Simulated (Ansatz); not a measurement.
The input, for Ansatz 0.2.0:

```yaml
crystal:
  periodic: [false, false, false]
  atoms:
    - {symbol: O, position_ang: [0.000000, 0.000000, 0.000000]}
    - {symbol: H, position_ang: [0.000000, 0.000000, 1.048000]}
basis:
  gaussian: {orbitals: def2-SVP, point_charges: [{charge: 1.00, position_ang: [4.749, -0.885, -0.312]}]}
magnetization: {spin_polarized: false, initial_magnetization: 1}
hamiltonian: {xc: {name: r2SCAN}}
correlation: {method: ccsdt_q_b, electrons: all, diis_vectors: 12}
accuracy: high
```

```sh
$ ansatz run in.yaml --threads 1 --pin off --events-out ev --progress --plain --max-ram 2393MiB
```

The program prints:

```
302 factors; integrals over basis functions are off by at most 3.0e-9 eV
mean field evaluation 1: about -2056.8621 eV, gradient 2.3e1 eV
mean field evaluation 2: about -2056.8618 eV, gradient 2.3e1 eV
mean field evaluation 4: about -2057.8894 eV, gradient 6.6e-1 eV
mean field evaluation 8: about -2057.8898 eV, gradient 3.4e-2 eV
mean field evaluation 16: about -2057.8898 eV, gradient 4.3e-4 eV
mean field evaluation 32: about -2057.8898 eV, gradient 2.7e-9 eV
mean field -2057.88984796 eV, -75.6260570246 hartree, gradient 7.8e-8 eV, S^2 0.750000; 2 other end points of the search recorded, 0 dependent functions left out
mean field evaluation 64: about -2049.5755 eV, gradient 9.8e-5 eV
mean field evaluation 96: about -2049.5428 eV, gradient 2.0e-1 eV
reference -2049.40372267 eV, -75.3141976724 hartree; 5, 4 occupied and 14, 15 virtual orbitals, 302 factors
second order -4.25414982 eV of doubles, -0.12919402 eV of singles
cycle   1  -4.63361056 eV  change   -2.5e-1 eV  update   3.4e-2
cycle   2  -4.77080815 eV  change   -1.4e-1 eV  update   1.4e-2
...
cycle  21  -4.80268946 eV  change   -9.5e-9 eV  update   1.7e-7
cycle  22  -4.80268948 eV  change   -1.9e-8 eV  update   1.6e-7
cycle  23  -4.80268947 eV  change    4.0e-9 eV  update   1.2e-7
cycle  24  -4.80268944 eV  change    2.9e-8 eV  update   5.8e-8
cycle  25  -4.80268945 eV  change   -2.9e-9 eV  update   2.4e-8
cycle  26  -4.80268945 eV  change   -4.6e-9 eV  update   1.0e-8
cycle  27  -4.80268945 eV  change  -4.4e-10 eV  update   4.8e-9
cycle  28  -4.80268945 eV  change    2.5e-9 eV  update   2.2e-9
cycle  29  -4.80268945 eV  change    2.1e-9 eV  update  9.3e-10
cycle  30  -4.80268945 eV  change   4.9e-10 eV  update  3.5e-10
perturbative correction -0.00788132 eV, -0.0002896332 hartree
Total energy: -2054.21429344 eV, -75.4909828874 hartree
```

Ran on 1 thread of Arm Neoverse V1, shared host: 6 s wall, 0.11 GiB peak host memory.
